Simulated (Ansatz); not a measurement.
Consider the isomerisation: `OCC(O)(F)F` → `COC(O)(F)F`.

Program: Ansatz. Geometries: PBE0-D4/def2-TZVP. ΔE: electronic, gas phase. CCSD(T)/CBS adds triple-zeta CCSD(T) − MP2 to the extrapolated MP2 energy (def2 sets, frozen cores). Each species was taken in one conformer, which may not be the lowest.

```
     species  CCSD(T)/CBS(def2) energy (Eh)
`OCC(O)(F)F`                     -428.44695
`COC(O)(F)F`                     -428.44490
```

Task: Work out ΔE.

Result: ΔE = (-428.44490) − (-428.44695) = 0.00205 Eh = +5.4 kJ/mol.

Largest T1 diagnostic among the species: 0.011.

In def2-TZVPP, CCSD(T) changes the Hartree–Fock value by +9.6 kJ/mol (the triples alone add +0.1 kJ/mol) and MP2 by +11.4 kJ/mol.
